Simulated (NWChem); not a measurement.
System: thiophene (C4H4S); SMILES c1ccsc1

NWChem printed, in part:

```
             Northwest Computational Chemistry Package (NWChem) 7.3.0
             --------------------------------------------------------

 C2V symmetry detected

                             Geometry "geometry" -> ""
                             -------------------------

 Output coordinates in angstroms (scale by  1.889725989 to convert to a.u.)

  No.       Tag          Charge          X              Y              Z
 ---- ---------------- ---------- -------------- -------------- --------------
    1 C                    6.0000     0.00000000     0.70730047    -1.26559394
    2 C                    6.0000     0.00000000    -0.70730047    -1.26559394
    3 C                    6.0000     0.00000000    -1.22578525    -0.01262865
    4 S                   16.0000     0.00000000     0.00000000     1.19294940
    5 C                    6.0000     0.00000000     1.22578525    -0.01262865
    6 H                    1.0000     0.00000000     1.30496465    -2.15946192
    7 H                    1.0000     0.00000000    -1.30496465    -2.15946192
    8 H                    1.0000     0.00000000    -2.25527176     0.28520222
    9 H                    1.0000     0.00000000     2.25527176     0.28520222

 Effective nuclear repulsion energy (a.u.)     203.5254046057

      Symmetry information
      --------------------

 Group name             C2v
 Group number             16
 Group order               4
 No. of unique centers     5

                                Z-matrix (autoz)
                                --------

 Units are Angstrom for bonds and degrees for angles

      Type          Name      I     J     K     L     M      Value
      ----------- --------  ----- ----- ----- ----- ----- ----------
    1 Stretch                  1     2                       1.41460
    2 Stretch                  1     5                       1.35600
    3 Stretch                  1     6                       1.07527
    4 Stretch                  2     3                       1.35600
    5 Stretch                  2     7                       1.07527
    6 Stretch                  3     4                       1.71929
    7 Stretch                  3     8                       1.07170
    8 Stretch                  4     5                       1.71929
    9 Stretch                  5     9                       1.07170
   10 Bend                     1     2     3               112.48007
   11 Bend                     1     2     7               123.76775
   12 Bend                     1     5     4               112.04375
   13 Bend                     1     5     9               128.61525
   14 Bend                     2     1     5               112.48007
   15 Bend                     2     1     6               123.76775
   16 Bend                     2     3     4               112.04375
   17 Bend                     2     3     8               128.61525
   18 Bend                     3     2     7               123.75217
   19 Bend                     3     4     5                90.95235
   20 Bend                     4     3     8               119.34100
   21 Bend                     4     5     9               119.34100
   22 Bend                     5     1     6               123.75217
   23 Torsion                  1     2     3     4           0.00000
   24 Torsion                  1     2     3     8         180.00000
   25 Torsion                  1     5     4     3           0.00000
   26 Torsion                  2     1     5     4           0.00000
   27 Torsion                  2     1     5     9         180.00000
   28 Torsion                  2     3     4     5           0.00000
   29 Torsion                  3     2     1     5           0.00000
   30 Torsion                  3     2     1     6         180.00000
   31 Torsion                  3     4     5     9         180.00000
   32 Torsion                  4     3     2     7         180.00000
   33 Torsion                  4     5     1     6         180.00000
   34 Torsion                  5     1     2     7         180.00000
   35 Torsion                  5     4     3     8         180.00000
   36 Torsion                  6     1     2     7           0.00000
   37 Torsion                  6     1     5     9           0.00000
   38 Torsion                  7     2     3     8           0.00000

                           NWChem Geometry Optimization
                           ----------------------------

 maximum gradient threshold         (gmax) =   0.000450
 rms gradient threshold             (grms) =   0.000300
 maximum cartesian step threshold   (xmax) =   0.001800
 rms cartesian step threshold       (xrms) =   0.001200
 fixed trust radius                (trust) =   0.300000
 source of zmatrix                         =   autoz

          -------------------
          Energy Minimization
          -------------------

 Using diagonal initial Hessian
 Scaling for Hessian diagonals: bonds = 1.00  angles = 0.25  torsions = 0.10

          --------
          Step   0

                                 NWChem DFT Module
                                 -----------------

 Summary of "ao basis" -> "ao basis" (spherical)
 ------------------------------------------------------------------------------
       Tag                 Description            Shells   Functions and Types
 ---------------- ------------------------------  ------  ---------------------
 C                          def2-svp                 6       14   3s2p1d
 S                          def2-svp                 8       18   4s3p1d
 H                          def2-svp                 3        5   2s1p

      Symmetry analysis of basis
      --------------------------

        a1         37
        a2         11
        b1         14
        b2         32

[...]

      ----------------------
      Optimization converged
      ----------------------

  Step       Energy      Delta E   Gmax     Grms     Xrms     Xmax
  ---- ---------------- -------- -------- -------- -------- --------
@    4    -552.44776498 -9.9D-08  0.00003  0.00001  0.00030  0.00081
                                     ok       ok       ok       ok

                                Z-matrix (autoz)
                                --------

 Units are Angstrom for bonds and degrees for angles

[...]

 Rotational Constants
 --------------------
 A=   0.268324 cm-1  (  0.386050 K)
 B=   0.180469 cm-1  (  0.259648 K)
 C=   0.107899 cm-1  (  0.155238 K)

 Temperature                      =   298.15K
 frequency scaling parameter      =   1.0000

 Zero-Point correction to Energy  =   42.164 kcal/mol  (  0.067193 au)
 Thermal correction to Energy     =   44.690 kcal/mol  (  0.071218 au)
 Thermal correction to Enthalpy   =   45.282 kcal/mol  (  0.072162 au)

 Total Entropy                    =   66.308 cal/mol-K
   - Translational                =   39.181 cal/mol-K (mol. weight =  84.0034)
   - Rotational                   =   23.850 cal/mol-K (symmetry #  =        2)
   - Vibrational                  =    3.277 cal/mol-K

 Cv (constant volume heat capacity) =   14.931 cal/mol-K
   - Translational                  =    2.979 cal/mol-K
   - Rotational                     =    2.979 cal/mol-K
   - Vibrational                    =    8.972 cal/mol-K

[normal modes left out]

 ----------------------------------------------------------------------------
 Normal Eigenvalue ||           Projected Infra Red Intensities
  Mode   [cm**-1]  || [atomic units] [(debye/angs)**2] [(KM/mol)] [arbitrary]
 ------ ---------- || -------------- ----------------- ---------- -----------
    1        0.000 ||    0.000048           0.001         0.047       0.067
    2        0.000 ||    0.000049           0.001         0.048       0.069
    3        0.000 ||    0.000031           0.001         0.030       0.043
    4        0.000 ||    0.000002           0.000         0.002       0.002
    5        0.000 ||    0.000023           0.001         0.023       0.032
    6        0.000 ||    0.000005           0.000         0.005       0.007
    7      467.519 ||    0.000855           0.020         0.833       1.199
    8      585.834 ||    0.000000           0.000         0.000       0.000
    9      623.719 ||    0.000182           0.004         0.177       0.255
   10      700.122 ||    0.000000           0.000         0.000       0.000
   11      730.722 ||    0.124051           2.862       120.931     174.012
   12      772.079 ||    0.000320           0.007         0.312       0.448
   13      866.136 ||    0.024505           0.565        23.889      34.374
   14      886.668 ||    0.001990           0.046         1.940       2.792
   15      895.131 ||    0.000545           0.013         0.531       0.765
   16      938.812 ||    0.000000           0.000         0.000       0.000
   17     1065.602 ||    0.002582           0.060         2.517       3.622
   18     1087.341 ||    0.005242           0.121         5.110       7.353
   19     1091.188 ||    0.006215           0.143         6.059       8.718
   20     1267.215 ||    0.009024           0.208         8.797      12.659
   21     1407.348 ||    0.000018           0.000         0.018       0.026
   22     1493.796 ||    0.010661           0.246        10.393      14.954
   23     1587.079 ||    0.000021           0.000         0.021       0.030
   24     3235.893 ||    0.002690           0.062         2.622       3.773
   25     3248.823 ||    0.000624           0.014         0.609       0.876
   26     3277.535 ||    0.001733           0.040         1.689       2.430
   27     3280.015 ||    0.001064           0.025         1.037       1.493
 ----------------------------------------------------------------------------
```

Level: PBE0/def2-SVP. 

Task: Which NWChem input produces such a log?

Result: Several could match; the one computed here: the input that was run:
```
start job
memory heap 200 mb stack 900 mb global 1100 mb
geometry units angstroms
  C      0.389250    -1.425883     0.180922
  C     -0.985957    -1.095754     0.211194
  C     -1.204724     0.230814     0.034822
  S      0.261411     1.104724    -0.171784
  C      1.178575    -0.341315    -0.017639
  H      0.766751    -2.425417     0.301867
  H     -1.770496    -1.816329     0.357728
  H     -2.137730     0.757633     0.012297
  H      2.247203    -0.295005    -0.084236
end
basis spherical
  * library def2-svp
end
dft
  xc pbe0
  iterations 150
end
driver
  maxiter 120
end
task dft optimize
task dft freq
```
